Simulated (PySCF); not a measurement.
## Vertical excitation energies

Compound: chloroethane, C2H5Cl.
InChI=1S/C2H5Cl/c1-2-3/h2H2,1H3

Level of theory: TDDFT CAM-B3LYP/def2-SVPD, vertical, gas phase, core orbitals frozen in the response in PySCF 2.14.0, density-fitted response routines. Isolated species at its GFN2-xTB geometry, gas phase.

```csv
state,λ (nm),E (eV),f,symmetry,"main configurations (H = HOMO, L = LUMO)"
S1,167.3,7.41,0.0016,–,"H→L+1 (48%), H→L (41%)"
S2,166.3,7.46,0.0021,A′,"H-1→L+1 (46%), H-1→L (43%)"
S3,151.5,8.18,0.023,A″,"H→L (45%), H→L+1 (37%), H→L+2 (12%)"
S4,150.3,8.25,0.056,A′,"H-1→L (43%), H-1→L+1 (40%), H-1→L+2 (11%)"
S5,135.4,9.16,0.014,A″,"H→L+2 (57%), H-1→L+3 (25%)"
S6,135.3,9.17,0.018,A′,"H→L+3 (64%), H-1→L+2 (28%)"
S7,134.6,9.21,0.0000,–,"H-1→L+3 (73%), H→L+2 (21%)"
S8,133.6,9.28,0.058,A′,"H-1→L+2 (50%), H→L+3 (32%)"
```

Triplets, Tamm–Dancoff:

| state | E (eV) | λ (nm) | main configurations (H = HOMO, L = LUMO) |
| --- | --- | --- | --- |
| T1 | 6.73 | 184.2 | H→L+1 (48%), H→L (34%) |
| T2 | 6.77 | 183.1 | H-1→L+1 (49%), H-1→L (33%) |
| T3 | 7.98 | 155.3 | H→L (45%), H→L+1 (33%), H→L+2 (13%) |

The lowest singlet comes at 167 nm (715 kJ/mol) in the vacuum ultraviolet; it is very weak; its leading configuration is HOMO→LUMO+1 (48%). The most intense listed level is S8 at 9.28 eV (134 nm, f = 0.058), 1.87 eV above S1. It is the last of those listed, so stronger ones may follow. Löwdin shares by element: HOMO (one of a set within 0.03 eV) chlorine 77%, carbon 13% or more; LUMO carbon 39%, chlorine 24%, hydrogen 10% or more (atoms not listed hold the other 27%). The listed states span 1.87 eV, and the widest gap between neighbours is 0.90 eV (S4 to S5). Of the 8 states listed, 5 reach f = 0.01 and 1 stays under 0.0005. Weighted by f, the mean energy of these states is 8.74 eV. Symmetry labels in Cs follow from the direction of the transition dipole and are given only for states with f of 0.002 or more. The window holds the lowest 8 singlets.
